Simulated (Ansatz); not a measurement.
# AlBH: the cost of one run

Program: Ansatz 0.2.0, Gaussian basis. Level of theory: def2-QZVPP, all electrons in the functionals, frozen cores in the correlation of double hybrids and RPA. These are calculated values, not measurements.

The runs, in order: wB97M-V, B2PLYP, at charge 0, quartet; charge 0, doublet; charge 0, sextet; charge 1, triplet; charge 1, quintet.

### Step 1. The system

The geometry is a PBE0/def2-TZVP stationary point (not a proven minimum).

3 atoms, charge 0, spin multiplicity 4.

Atoms are counted from 1 here; the program's logs count them from 0.

Bond lengths: B1–Al2 1.937 Å, Al2–H3 1.577 Å. Angles: B1–Al2–H3 180.0°.

No dispersion term is added; wB97M-V holds VV10 nonlocal correlation.

The geometry shown and the zero of energy belong to the point charge 0, quartet. The yardstick, UCCSD(T), and other wave-function levels (R restricted, U unrestricted, valence and pair active spaces) come from earlier runs.

### Step 2. wB97M-V, charge 0, quartet

The input, in.yaml:

```yaml
crystal:
  periodic: [false, false, false]
  atoms:
    - {symbol: B, position_ang: [0.000000, 0.000000, 1.817000]}
    - {symbol: Al, position_ang: [0.000000, 0.000000, -0.120000]}
    - {symbol: H, position_ang: [0.000000, 0.000000, -1.697000]}
basis:
  gaussian: {orbitals: "def2-QZVPP.json"}
magnetization: {spin_polarized: true, initial_magnetization: 3}
hamiltonian: {xc: {name: wB97M-V}}
output: {orbitals: {seedname: orbitals}}
```

Command:

```sh
ansatz run in.yaml --threads 1 --pin off --events-out ev --progress --plain --max-ram 2393MiB
```

What time and memory should one allow on 1 thread of Arm Neoverse V2, shared host?

About 10 s, with a peak of 0.35 GiB.
